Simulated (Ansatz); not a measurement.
## BH2 (boron dihydride): the energy, rung by rung

BH2: 3 atoms, total charge 0, spin state doublet. SMILES: `[BH2]`. Geometry: relaxed at GFN2-xTB.

```xyz
3

B     0.2628   -0.1662    0.1286
H     0.2800    0.9853    0.2610
H    -0.5429   -0.8191   -0.3896
```

Each level gives the energy change with the B1–H3 bond stretched from 1.159 to 1.449 Å (eV). The values are calculated.

| level | kind | program | value (eV) |
| --- | --- | --- | --- |
| USVWN5/6-311G** | LDA | Ansatz | 0.45 |
| UBLYP/6-311G** | GGA | Ansatz | 0.49 |
| UB3LYP/6-311G** | global hybrid | Ansatz | 0.53 |
| UHSE06/6-311G** | range-separated hybrid | Ansatz | 0.52 |
| UB2PLYP/6-311G** | double hybrid | Ansatz | 0.55 |
| RPA@PBE/6-311G** | RPA | Ansatz | 0.48 |
| UMP2/6-311G** | perturbation theory | Ansatz | 0.57 |
| UBCCD(T)/6-311G** | coupled cluster or CI | Ansatz | 0.52 |
| FCI/3-21G | exact in the basis | Ansatz | 0.45 |

The first shape isn't each level's own minimum. The values span 0.45 to 0.57 eV. High-level rows in very small sets aren't better than simpler rows in larger ones.
